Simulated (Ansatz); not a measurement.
Geometry optimisation, Ansatz 0.2.0, RKS PBE-D4/def2-SVP.

Input:

```yaml
crystal:
  periodic: [false, false, false]
  atoms:
    - { symbol: O, position_ang: [-0.68393, 0.61889, -0.60713] }
    - { symbol: Si, position_ang: [0.28936, -0.29921, 0.20647] }
    - { symbol: Si, position_ang: [1.70956, -1.62326, 1.23662] }
    - { symbol: H, position_ang: [-1.31499, 1.30358, -0.83596] }
total_charge: 1
basis:
  gaussian: { orbitals: def2-SVP }
hamiltonian:
  xc: pbe
  dispersion: d4
relax:
  f_tol: 0.02
  max_steps: 40
output:
  orbitals: {}
```

Run as:

```bash
$ ansatz run input.yaml --threads 1 --pin off --max-ram 2048MiB --backend cpu --events-out ev --progress --plain --runs-dir out
```

**Question.** Where does it end, and by what steps?

**Answer.** It converged. Limits of this set-up: the dipole of an ion depends on the origin. After 14 steps the energy has fallen by 0.234 eV; Si2 moved furthest, 0.72 Å.

| step | energy less start (eV) | largest force component (eV/Å) | accepted |
| --- | --- | --- | --- |
| 0 | 0.0000 | 0.912 | yes |
| 1 | -0.0821 | 0.418 | yes |
| 2 | -0.0938 | 0.290 | yes |
| 3 | -0.1157 | 0.410 | yes |
| 4 | -0.1222 | 0.286 | yes |
| 5 | -0.1645 | 0.192 | yes |
| 6 | -0.0429 | 1.898 | no |
| 7 | -0.1940 | 0.041 | yes |
| 8 | -0.1985 | 0.071 | yes |
| 9 | -0.2008 | 0.054 | yes |
| 10 | -0.2138 | 0.181 | yes |
| 11 | -0.2198 | 0.543 | yes |
| 12 | -0.2260 | 0.286 | yes |
| 13 | -0.2316 | 0.197 | yes |
| 14 | -0.2341 | 0.017 | yes |

```xyz
4
Properties=species:S:1:pos:R:3
O -0.570 0.423 -0.758
Si 0.090 0.153 0.727
Si 1.695 -1.727 0.926
H -1.215 1.152 -0.895
```

Whether the end is a true minimum wasn't checked by a vibrational analysis.

Run time: 29 s on 1 thread of Arm Neoverse V1, with other jobs on the host, peak memory 0.11 GiB.
